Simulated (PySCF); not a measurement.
## Frontier levels across methods

Species: C₃H₃NO.
SMILES with atom numbers: `[CH2:1]=[CH:2][N:3]=[C:4]=[O:5]` (hydrogens: H6, H7 on C1; H8 on C2)

Geometry (PBE0-D3(BJ)/def2-SVP, Å), atoms numbered from 1 in this order:
```xyz
8
C3H3NO angstrom
C     -1.0640   -0.6070    0.8358
C     -0.7102    0.1696   -0.1936
N      0.5446    0.2318   -0.7544
C      1.6864   -0.1338   -0.7817
O      2.8142   -0.4199   -0.8938
H     -2.0904   -0.5789    1.2045
H     -0.3543   -1.2767    1.3275
H     -1.4358    0.8338   -0.6726
```

Basis pcSseg-2 throughout (PySCF), one geometry. The structure is a single PBE0-D3(BJ)/def2-SVP conformer in the gas phase; no vibrational or solvent corrections.

Problem. How do the orbital energies, the gap and the dipole change with the method?

Solution. 
```json
{"method": "BLYP", "kind": "GGA", "HOMO (eV)": "-6.09", "LUMO (eV)": "-1.67", "gap (eV)": "4.42", "μ (D)": "2.15", "SCF cycles": "17"}
{"method": "B97-D", "kind": "GGA", "HOMO (eV)": "-6.18", "LUMO (eV)": "-1.69", "gap (eV)": "4.50", "μ (D)": "2.14", "SCF cycles": "17"}
{"method": "OPBE", "kind": "GGA", "HOMO (eV)": "-6.21", "LUMO (eV)": "-1.68", "gap (eV)": "4.53", "μ (D)": "2.08", "SCF cycles": "18"}
{"method": "KT2", "kind": "GGA", "HOMO (eV)": "-6.23", "LUMO (eV)": "-1.74", "gap (eV)": "4.49", "μ (D)": "2.15", "SCF cycles": "17"}
{"method": "PBE", "kind": "GGA", "HOMO (eV)": "-6.24", "LUMO (eV)": "-1.79", "gap (eV)": "4.45", "μ (D)": "2.12", "SCF cycles": "17"}
{"method": "KT3", "kind": "GGA", "HOMO (eV)": "-6.25", "LUMO (eV)": "-1.73", "gap (eV)": "4.52", "μ (D)": "2.14", "SCF cycles": "18"}
{"method": "BP86", "kind": "GGA", "HOMO (eV)": "-6.32", "LUMO (eV)": "-1.87", "gap (eV)": "4.46", "μ (D)": "2.13", "SCF cycles": "17"}
{"method": "LDA", "kind": "LDA", "HOMO (eV)": "-6.45", "LUMO (eV)": "-2.04", "gap (eV)": "4.40", "μ (D)": "2.21", "SCF cycles": "16"}
{"method": "B3LYP", "kind": "global hybrid", "HOMO (eV)": "-7.14", "LUMO (eV)": "-1.08", "gap (eV)": "6.06", "μ (D)": "2.30", "SCF cycles": "15"}
{"method": "PBE0", "kind": "global hybrid", "HOMO (eV)": "-7.35", "LUMO (eV)": "-0.84", "gap (eV)": "6.51", "μ (D)": "2.28", "SCF cycles": "15"}
{"method": "mPW1PW91", "kind": "global hybrid", "HOMO (eV)": "-7.37", "LUMO (eV)": "-0.85", "gap (eV)": "6.52", "μ (D)": "2.29", "SCF cycles": "15"}
{"method": "HF", "kind": "Hartree–Fock", "HOMO (eV)": "-9.79", "LUMO (eV)": "2.68", "gap (eV)": "12.48", "μ (D)": "2.59", "SCF cycles": "12"}
```

The HOMO spans 3.71 eV, from BLYP down to HF, and the gap runs from 4.40 eV (LDA) to 12.48 eV (HF). Over the methods BLYP (0 %), B97-D (0 %), OPBE (0 %), KT2 (0 %), PBE (0 %), KT3 (0 %), BP86 (0 %), LDA (0 %), B3LYP (20 %), PBE0 (25 %), mPW1PW91 (25 %), HF (100 %), a straight line through the gap against the share of exact exchange rises by 0.80 eV for each 10 % (correlation coefficient 1.000). The dipole ranges from 2.08 D (OPBE) to 2.59 D (HF). This basis has no diffuse functions.
